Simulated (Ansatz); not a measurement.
Geometry optimisation, RKS PBE/def2-SVP (Ansatz 0.2.0).

Input file:

```yaml
crystal:
  periodic: [false, false, false]
  atoms:
    - { symbol: B, position_ang: [0.126288, -0.2549, 0.24843] }
    - { symbol: H, position_ang: [0.015088, -0.757676, 1.337665] }
    - { symbol: "N", position_ang: [1.514508, 0.035514, -0.157567] }
    - { symbol: H, position_ang: [2.29491, -0.117427, 0.48488] }
    - { symbol: H, position_ang: [1.772461, 0.523658, -1.020928] }
    - { symbol: C, position_ang: [-1.104415, 0.06542, -0.682124] }
    - { symbol: H, position_ang: [-1.911839, -0.688733, -0.587734] }
    - { symbol: H, position_ang: [-1.557305, 1.036731, -0.374774] }
    - { symbol: H, position_ang: [-0.832996, 0.157414, -1.753149] }
basis:
  gaussian: { orbitals: def2-SVP }
hamiltonian:
  xc: pbe
relax:
  f_tol: 0.03
  max_steps: 50
```

Command:

```bash
$ ansatz run input.yaml --threads 1 --pin off --max-ram 2048MiB --backend cpu --events-out ev --progress --plain --runs-dir out
```

Question: Where does it end, and by what steps?

Answer: The forces met the threshold. After 7 steps the energy has fallen by 0.121 eV; H7 moved furthest, 0.29 Å.

| step | energy less start (eV) | largest force component (eV/Å) | accepted |
| --- | --- | --- | --- |
| 0 | 0.0000 | 2.290 | yes |
| 1 | -0.0900 | 1.027 | yes |
| 2 | -0.1066 | 0.424 | yes |
| 3 | -0.0824 | 0.922 | no |
| 4 | -0.1136 | 0.171 | yes |
| 5 | -0.1199 | 0.118 | yes |
| 6 | -0.1209 | 0.061 | yes |
| 7 | -0.1211 | 0.021 | yes |

```xyz
9
Properties=species:S:1:pos:R:3
B 0.155 -0.171 0.267
H -0.011 -0.538 1.422
N 1.482 -0.005 -0.154
H 2.287 -0.174 0.449
H 1.736 0.299 -1.096
C -1.077 0.100 -0.682
H -1.710 -0.811 -0.764
H -1.738 0.876 -0.240
H -0.808 0.424 -1.709
```

The run took 5 s on 1 thread of AMD EPYC 9R45 96-Core Processor (Zen 5), on a shared host, peak memory 0.15 GiB.
